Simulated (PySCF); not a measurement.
ethane (C2H6), SMILES CC. Geometry: r2SCAN-D4/def2-TZVP.

TDDFT-PBE/def2-TZVPD run with PySCF 2.14.0 puts the lowest singlet excitations at 8.09, 8.09, 8.82, 8.82, 8.95, 9.61 eV.

Problem. What are the lowest excitation roots from ADC(2)/aug-cc-pVDZ (PySCF)? (An estimate is asked for; the answer gives what the named calculation found.)

Solution. 9.08, 9.08, 9.81, 9.81, 10.05, 10.09 eV. S1 differs by 0.99 eV (second minus first; roots are paired by order, and the bases may differ).
